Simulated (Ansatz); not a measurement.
in.yaml

```yaml
crystal:
  periodic: [false, false, false]
  atoms:
    - {symbol: Al, position_ang: [0.000000, 0.000000, 0.000000]}
    - {symbol: H, position_ang: [0.938603, 2.131159, 0.945759]}
    - {symbol: H, position_ang: [-0.944304, -2.126606, 0.950321]}
    - {symbol: H, position_ang: [-0.951772, 2.120720, -0.956008]}
    - {symbol: H, position_ang: [0.957473, -2.125273, -0.940072]}
basis:
  gaussian: {orbitals: def2-mTZVP}
total_charge: 1
magnetization: {spin_polarized: false, initial_magnetization: 2}
correlation: {method: mp2, electrons: all}
accuracy: high
scf: {lower_state_search: off}
```

```sh
$ ansatz run in.yaml --threads 1 --pin off --events-out ev --progress --plain --max-ram 2393MiB
```

Output:

```
these checks for a lower state are left out or cut short: stability, starts, cluster_reference, orbital_swaps, neighbouring_geometries, increment
656 factors; integrals over basis functions are off by at most 3.6e-9 eV
mean field evaluation 1: about -6626.2250 eV, gradient 5.4e0 eV
mean field evaluation 2: about -6626.2256 eV, gradient 5.4e0 eV
mean field evaluation 4: about -6626.6311 eV, gradient 4.3e-1 eV
mean field evaluation 8: about -6626.6332 eV, gradient 1.3e-4 eV
mean field evaluation 16: about -6626.6332 eV, gradient 3.8e-6 eV
mean field -6626.63318314 eV, -243.5242777872 hartree, gradient 8.7e-8 eV, S^2 2.000000; 0 other end points of the search recorded, 0 dependent functions left out
reference -6626.63318314 eV, -243.5242777872 hartree; 9, 7 occupied and 25, 27 virtual orbitals, 656 factors
second order -4.06621168 eV of doubles, -0.46699520 eV of singles
Total energy: -6631.16639002 eV, -243.6908700673 hartree
Checks for a lower state left out: stability, starts, cluster_reference, orbital_swaps, neighbouring_geometries, increment
```

Ran on 1 thread of Arm Neoverse V2, shared host: 0.24 s wall, 0.16 GiB peak host memory.
